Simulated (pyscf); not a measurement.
Thermochemistry of product channels of H₃C–CH₂–Cl (SMILES CCCl) on the singlet surface, in kcal/mol, from ωB97M-D3(BJ)/def2-TZVP energies (ideal gas, 1 atm, RRHO with modes under 100 cm⁻¹ raised to 100, one conformer, R ln 2 for chiral ones without a mode under 150 cm⁻¹). PySCF, gas phase, ωB97X-D3(BJ)/def2-SVP geometries.

| products | ΔE | ΔH(298 K) | ΔG(600 K) | ΔG(1200 K) |
|---|---|---|---|---|
| H₂C=CH₂ (SMILES C=C) + HCl (SMILES Cl) | +22.5 | +18.4 | -0.7 | ? |
| H₂C=CH–Cl (SMILES C=CCl) + H₂ (SMILES [H][H]) | +40.1 | +33.1 | +15.4 | ? |

Task: Some entries are withheld; supply them.

Result: 
- H₂C=CH₂ (SMILES C=C) + HCl (SMILES Cl), ΔG(1200 K): -20.0
- H₂C=CH–Cl (SMILES C=CCl) + H₂ (SMILES [H][H]), ΔG(1200 K): -3.8

The channel to H₂C=CH₂ + HCl turns favourable between 298 and 1200 K (ΔG from +9.0 kcal/mol to -20.0 kcal/mol). The channel to H₂C=CH–Cl + H₂ turns favourable between 298 and 1200 K (ΔG from +24.6 kcal/mol to -3.8 kcal/mol).

These are energies of the channels, which say nothing of barriers.
